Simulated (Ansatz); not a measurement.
HB–B–Cl⁺, doublet in cc-pVDZ: errors against UCCSDT(Q)

Geometry: that of the HB–B–Cl, singlet, kept fixed.

```csv
atom,x (Å),y (Å),z (Å)
B,0.0000,0.0000,0.8836
B,0.0000,0.0000,-0.6320
Cl,0.0000,0.0000,-2.3097
H,0.0000,0.0000,2.0581
```

Basis cc-pVDZ; Ansatz 0.2.0. Correlated methods freeze the noble-gas cores, which leaves 13 electrons in 44 orbitals. R marks a restricted (for open shells ROHF) determinant, U an unrestricted one. Active spaces: frontier = (9e, 9o) about the gap.

Full CI isn't at hand for all of this; UCCSDT(Q) serves as the reference, and is uncertain by about the last step of the cluster series. The frozen core follows each run's orbitals, which can shift R against U totals by a few meV.

For open shells CISD is restricted-active-space CI with the open shells as a complete middle space.

```
UHF ⟨S²⟩                          : 0.756
T1 diagnostic (RCCSD)             : 0.0238
largest doubles amplitude (RCCSD) : 0.060
T1 diagnostic (UCCSD)             : 0.0224
```

```tsv
level	E − E(UCCSDT(Q)) (meV)	share of correlation (%)	wall time
RHF	7921	0.00	–
UHF	7860	0.77	–
RMP2	1225	84.53	–
UMP2	1229	84.48	–
CISD	970	87.75	19 s
RCCSD	303	96.18	–
UCCSD	301	96.20	–
RCCSD(T)	51	99.35	9.6 s
UCCSD(T)	51	99.35	10 s
BCCD(T)	51	99.36	11 s
RCCSDT	18	99.77	–
UCCSDT	18	99.78	–
RCCSDT(Q)	6	99.93	3.3 min
CASSCF (frontier space)	5859	26.03	–
NEVPT2 (frontier space)	1335	83.15	32 s
MRCISD (frontier space)	560	92.93	–
MRCISD+Q (frontier space)	87	98.90	40 s
MRCISD+Q(relaxed) (frontier space)	50	99.37	43 s
```

The correlation energy at UCCSDT(Q), counted from RHF, is -7.921 eV. That run took 2.6 min on 1 thread of Intel Xeon, shared host.

Times hold each run's SCF and search for its determinant on a shared host, so for small cases they say little of a method's own cost; they ran on 1 thread of Intel Xeon.
